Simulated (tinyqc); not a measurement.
Worked calculation: Hueckel theory of the pi electrons, for the molecule c1ccccc1 (SMILES; centres numbered as the heavy atoms are written). One step of it, computed by the program tinyqc.

Task: Energy, charges, bond orders. E = sum n x; q_r = z_r - P_rr; bond order p = P_rs; free valence = sqrt(3) - sum of p over the bonds of the atom.

x values: [2.000000, 1.000000, 1.000000, -1.000000, -1.000000, -2.000000]

occupations: [2.000000, 2.000000, 2.000000, 0.000000, 0.000000, 0.000000]

charge and bond-order matrix P, order 1C, 2C, 3C, 4C, 5C, 6C:
$$\begin{pmatrix}
1.000000 & 0.666667 & 0.000000 & -0.333333 & 0.000000 & 0.666667 \\
0.666667 & 1.000000 & 0.666667 & 0.000000 & -0.333333 & 0.000000 \\
0.000000 & 0.666667 & 1.000000 & 0.666667 & 0.000000 & -0.333333 \\
-0.333333 & 0.000000 & 0.666667 & 1.000000 & 0.666667 & 0.000000 \\
0.000000 & -0.333333 & 0.000000 & 0.666667 & 1.000000 & 0.666667 \\
0.666667 & 0.000000 & -0.333333 & 0.000000 & 0.666667 & 1.000000
\end{pmatrix}$$

Centres:
```
centre  z_r, pi electrons of the neutral centre         h
1C                                            1  0.000000
2C                                            1  0.000000
3C                                            1  0.000000
4C                                            1  0.000000
5C                                            1  0.000000
6C                                            1  0.000000
```

Bonds:
```
i  j  k
1  2  1
2  3  1
3  4  1
4  5  1
5  6  1
6  1  1
```

Give: pi energy = 6 alpha + this times beta; pi charges; Bond orders and lengths from R = 1.517 - 0.180 p; free valence of the carbons; gap between the highest filled and the next level.

Result:

pi energy = 6 alpha + this times beta = 8.000

pi charges: 1C 0.000, 2C 0.000, 3C 0.000, 4C 0.000, 5C 0.000, 6C 0.000

Bond orders and lengths from R = 1.517 - 0.180 p (angstrom, C-C alone):
```
bond      p      R
1-2   0.667  1.397
2-3   0.667  1.397
3-4   0.667  1.397
4-5   0.667  1.397
5-6   0.667  1.397
6-1   0.667  1.397
```

free valence of the carbons: 1C 0.399, 2C 0.399, 3C 0.399, 4C 0.399, 5C 0.399, 6C 0.399

gap between the highest filled and the next level = 2.000 |beta|
